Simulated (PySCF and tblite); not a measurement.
The numbers below are computed, except where a source is named.
C5H8, numbered as in [CH2:1]=[CH:2][CH2:3][CH:4]=[CH2:5].

Geometries PBE0-D3(BJ)/def2-SVP; weights from B3LYP-D3(BJ)/def2-TZVP (IEF-PCM, chloroform) energies and GFN2-xTB thermal corrections, with symmetry numbers and mirror pairs. Conformers within 3 kcal/mol (GFN2-xTB free energy) were kept, 8 at most. (PySCF 2.14, tblite 0.8.)

Rotational constants are equilibrium values for the commonest isotopes; dipoles come from the energy level named and are polarised by its solvent model.

Torsions listed: C1–C2–C3–C4, C2–C3–C4–C5. Of a mirror pair one member is shown.

```csv
conformer,shape,symmetry,weight %
1,"118°, -12°",C1 (pair),46.1
2,"118°, 118°",C2 (pair),33.4
3,"-122°, 122°",Cs,20.5
```

Sets of constants, in random order:

| set | A (MHz) | B (MHz) | C (MHz) | abs μa (D) | abs μb (D) | abs μc (D) |
| --- | --- | --- | --- | --- | --- | --- |
| P | 14559 | 2532 | 2425 | 0.00 | 0.41 | 0.13 |
| Q | 19819 | 2352 | 2335 | 0.00 | 0.18 | 0.00 |
| R | 11118 | 3139 | 2674 | 0.04 | 0.57 | 0.05 |

(1) Match each set to its conformer.

## Answers

(1) P is conformer 3, Q is conformer 2, R is conformer 1.
